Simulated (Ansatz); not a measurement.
Mulliken charges of CH6N2, SMILES `NCN` from ωB97M-V/def2-TZVPP in Ansatz (PBE0-D4/def2-TZVP geometry).

| atom | x (Å) | y (Å) | z (Å) | charge (e) |
| --- | --- | --- | --- | --- |
| N1 | -0.694 | 0.647 | -0.938 | -0.288 |
| C2 | 0.450 | 0.161 | -0.212 | -0.030 |
| N3 | 0.127 | -0.868 | 0.770 | -0.287 |
| H4 | -1.240 | -0.139 | -1.272 | 0.107 |
| H5 | -1.297 | 1.195 | -0.337 | 0.097 |
| H6 | 0.956 | 1.037 | 0.218 | 0.105 |
| H7 | 1.148 | -0.287 | -0.925 | 0.103 |
| H8 | 0.967 | -1.330 | 1.099 | 0.101 |
| H9 | -0.328 | -0.463 | 1.580 | 0.092 |

Q: By hand: the dipole of these point charges (1 e Å = 4.8032 D).

A: Σ q r = (0.178, 0.061, 0.071) e Å, of length 0.201 e Å = 0.97 D.

Q: How does the dipole of the full density compare? (Estimate.)

A: Ansatz gave: (0.057, 0.008, 0.339) e Å, 1.65 D; the point charges give 0.59 times that, at 60° from its direction.

Point charges leave out the atoms' own dipoles, such as those of lone pairs, and Mulliken's split depends on the basis, so the two needn't agree.
